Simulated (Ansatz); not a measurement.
## Nudged elastic band run: CH₂LiO

Input:

```yaml
crystal:
  periodic: [false, false, false]
  atoms:
    - { symbol: Li, position_ang: [-2.254051, 0.151863, -0.312621] }
    - { symbol: O, position_ang: [-0.681736, 0.044828, -0.080267] }
    - { symbol: C, position_ang: [0.599986, -0.048167, 0.174053] }
    - { symbol: H, position_ang: [1.115704, -1.012421, 0.029487] }
    - { symbol: H, position_ang: [1.220097, 0.863897, 0.189358] }
magnetization:
  spin_polarized: true
  initial_magnetization: 1
basis:
  gaussian: { orbitals: def2-SVP }
hamiltonian:
  xc: pbe0
  dispersion: d4
neb:
  order_check: false
  images: 5
  f_tol: 0.05
  max_iterations: 60
  final_atoms:
    - { symbol: Li, position_ang: [-1.69895984, 0.22577224, -0.08961561] }
    - { symbol: O, position_ang: [-0.11621869, -0.64816686, -0.29015974] }
    - { symbol: C, position_ang: [0.06658687, 0.74390927, 0.1284802] }
    - { symbol: H, position_ang: [0.60113402, -1.23787613, -0.03392141] }
    - { symbol: H, position_ang: [1.14745765, 0.91636149, 0.28522655] }
  initial_path:
    images:
      - { positions_ang: [[-2.254051, 0.151863, -0.312621], [-0.681736, 0.044828, -0.080267], [0.599986, -0.048167, 0.174053], [1.115704, -1.012421, 0.029487], [1.220097, 0.863897, 0.189358]] }
      - { positions_ang: [[-2.17976284, 0.08426686, -0.29698234], [-0.59451332, 0.00875507, -0.10761848], [0.66613965, -0.00070608, 0.21302163], [0.87062162, -1.02359395, -0.00728302], [1.23751489, 0.93127811, 0.1988722]] }
      - { positions_ang: [[-2.10547468, 0.01667072, -0.28134368], [-0.50729063, -0.02731787, -0.13496995], [0.73229329, 0.04675484, 0.25199026], [0.62553924, -1.03476691, -0.04405304], [1.25493278, 0.99865921, 0.2083864]] }
      - { positions_ang: [[-2.03118652, -0.05092542, -0.26570502], [-0.42006795, -0.0633908, -0.16232143], [0.79844694, 0.09421576, 0.29095889], [0.38045686, -1.04593986, -0.08082306], [1.27235066, 1.06604032, 0.2179006]] }
      - { positions_ang: [[-1.92044429, 0.04130713, -0.20700855], [-0.31878486, -0.25831615, -0.2049342], [0.55449358, 0.31078026, 0.23679933], [0.45401591, -1.10991862, -0.06518917], [1.23071966, 1.01614737, 0.24034259]] }
      - { positions_ang: [[-1.80970206, 0.13353969, -0.14831208], [-0.21750178, -0.45324151, -0.24754697], [0.31054022, 0.52734477, 0.18263977], [0.52757496, -1.17389738, -0.04955529], [1.18908865, 0.96625443, 0.26278457]] }
      - { positions_ang: [[-1.69895984, 0.22577224, -0.08961561], [-0.11621869, -0.64816686, -0.29015974], [0.06658687, 0.74390927, 0.1284802], [0.60113402, -1.23787613, -0.03392141], [1.14745765, 0.91636149, 0.28522655]] }
```

Command:

```bash
$ ansatz run input.yaml --threads 1 --pin off --max-ram 2048MiB --backend cpu --events-out ev --progress --plain --runs-dir out
```

Output, in part (warnings, iteration lines, the closing report on the highest movable image, with atoms numbered from 0):

```
NEB end point (image 0): max|allowed force component| = 3.602e-3 eV/Å (the criterion of neb.relax_end_points is 1.000e-2)
NEB end point (image 6): max|allowed force component| = 1.873e-2 eV/Å (the criterion of neb.relax_end_points is 1.000e-2)
NEB iter   1: max|band force component| = 1.166e1 eV/Å  barrier→ = 7.7196 eV  barrier← = 5.8979 eV  Δτ_max = 0.1940 Å  (566 SCF iters)
NEB iter   2: max|band force component| = 5.167e0 eV/Å  barrier→ = 5.3861 eV  barrier← = 3.5645 eV  Δτ_max = 0.1899 Å  (260 SCF iters)
NEB iter   3: max|band force component| = 3.632e0 eV/Å  barrier→ = 3.9091 eV  barrier← = 2.0875 eV  Δτ_max = 0.2000 Å  (213 SCF iters)
NEB iter   4: max|band force component| = 3.331e0 eV/Å  barrier→ = 3.4513 eV  barrier← = 1.6297 eV  Δτ_max = 0.1837 Å  (184 SCF iters)
NEB iter   5: max|band force component| = 2.235e0 eV/Å  barrier→ = 3.2721 eV  barrier← = 1.4505 eV  Δτ_max = 0.2000 Å  (181 SCF iters)
NEB iter   6: max|band force component| = 4.391e0 eV/Å  barrier→ = 3.9997 eV  barrier← = 2.1781 eV  Δτ_max = 0.0969 Å  (173 SCF iters)
NEB iter   7: max|band force component| = 2.569e0 eV/Å  barrier→ = 3.5654 eV  barrier← = 1.7437 eV  Δτ_max = 0.1029 Å  (167 SCF iters)
NEB iter   8: max|band force component| = 2.057e0 eV/Å  barrier→ = 3.0309 eV  barrier← = 1.2093 eV  Δτ_max = 0.1895 Å  (171 SCF iters)
NEB iter   9: max|band force component| = 6.086e-1 eV/Å  barrier→ = 2.6885 eV  barrier← = 0.8669 eV  Δτ_max = 0.0558 Å  (170 SCF iters)
NEB iter  10: max|band force component| = 2.944e0 eV/Å  barrier→ = 2.6719 eV  barrier← = 0.8503 eV  CI = image 4  Δτ_max = 0.2000 Å  (159 SCF iters)
NEB iter  11: max|band force component| = 7.795e-1 eV/Å  barrier→ = 3.1670 eV  barrier← = 1.3453 eV  CI = image 4  Δτ_max = 0.1149 Å  (166 SCF iters)
NEB iter  12: max|band force component| = 4.514e-1 eV/Å  barrier→ = 3.1286 eV  barrier← = 1.3070 eV  CI = image 4  Δτ_max = 0.0496 Å  (164 SCF iters)
NEB iter  13: max|band force component| = 1.223e-1 eV/Å  barrier→ = 3.1116 eV  barrier← = 1.2900 eV  CI = image 4  Δτ_max = 0.0258 Å  (166 SCF iters)
NEB iter  14: max|band force component| = 2.859e-2 eV/Å  barrier→ = 3.1107 eV  barrier← = 1.2890 eV  CI = image 4  Δτ_max = 0.0000 Å  (336 SCF iters)
Total energy: -3310.83125107 eV, -121.6708043149 hartree
Atom 0 at    -1.619152     0.029785     0.114352 Å, force     0.020805     0.003519    -0.008726 eV/Å
Atom 1 at    -0.111474    -0.441335    -0.825991 Å, force    -0.002681     0.021474     0.019388 eV/Å
Atom 2 at     0.225551     0.410333     0.341865 Å, force     0.015078    -0.003365    -0.010342 eV/Å
Atom 3 at     0.285017    -0.864043     0.202953 Å, force    -0.010571    -0.035060     0.005795 eV/Å
Atom 4 at     1.220058     0.865260     0.166831 Å, force    -0.022631     0.013432    -0.006115 eV/Å
Dipole moment:    -0.848652    -0.143892     0.089877 e Å
```

The run converged. The profile has 2 maxima (images 1, 4) with wells between them (image 2): this band takes more than one step, which may be the mechanism or a detour left from its start path. Neighbouring images differ by up to 2.6 eV, so the band resolves the path poorly. A vibrational analysis at the climbing image gives one clearly imaginary mode, 1788i cm⁻¹: a first-order saddle point.

Final band (atoms are numbered from 1 in the order of the input):

```tsv
image	path coordinate (Å)	energy (eV)	C3–H4 (Å)	Li1–C3 (Å)	O2–H4 (Å)
0	0.00	0.00	1.10	2.90	2.09
1	0.65	0.14	1.11	2.64	2.09
2	1.29	0.00	1.11	2.15	2.10
3	1.94	0.47	1.09	1.98	1.85
4	2.59	3.11	1.28	1.90	1.18
5	3.08	2.08	1.82	1.87	0.96
6	3.58	1.82	2.06	1.85	0.96
```

Time of the run: 2.6 min on 1 CPU thread of a shared host.
